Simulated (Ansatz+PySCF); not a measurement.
Results of a calculation; reference values are marked as such.
## Ansatz (development build ahead of 0.2.0) run

```yaml
crystal:
  periodic: [false, false, false]
  atoms:
    - { symbol: C, position_ang: [0.79662, 5.0e-05, -0.02565] }
    - { symbol: C, position_ang: [-0.69096, 0.00017, -0.00838] }
    - { symbol: H, position_ang: [1.35423, -0.92643, 0.03513] }
    - { symbol: H, position_ang: [1.3547, 0.92621, 0.03519] }
    - { symbol: H, position_ang: [-1.10442, 0.89022, -0.4924] }
    - { symbol: H, position_ang: [-1.1048, -0.882, -0.50657] }
    - { symbol: H, position_ang: [-1.10787, -0.00872, 1.06622] }
basis:
  gaussian: { orbitals: cc-pVTZ }
magnetization:
  spin_polarized: true
  initial_magnetization: 1
hamiltonian:
  xc: hf
correlation:
  method: mp2
  frozen_orbitals: { C: 1, H: 0 }
output:
  forces: true
```

The input is written out in the form of the current development build from the run's settings.

Results

```
Converged                       : yes
Reference energy                : -78.62572 hartree
Correlation energy              : -0.33102 hartree
Total energy                    : -78.95675 hartree
Spin squared of the determinant : 0.764
Stability test                  : minimum
```

Forces (eV/Å):
```json
{"atom": "C1", "Fx": "0.096", "Fy": "0.000", "Fz": "0.003"}
{"atom": "C2", "Fx": "-0.583", "Fy": "-0.011", "Fz": "1.210"}
{"atom": "H3", "Fx": "-0.132", "Fy": "0.178", "Fz": "0.003"}
{"atom": "H4", "Fx": "-0.132", "Fy": "-0.179", "Fz": "0.004"}
{"atom": "H5", "Fx": "0.084", "Fy": "-0.155", "Fz": "0.117"}
{"atom": "H6", "Fx": "0.085", "Fy": "0.154", "Fz": "0.120"}
{"atom": "H7", "Fx": "0.581", "Fy": "0.012", "Fz": "-1.457"}
```
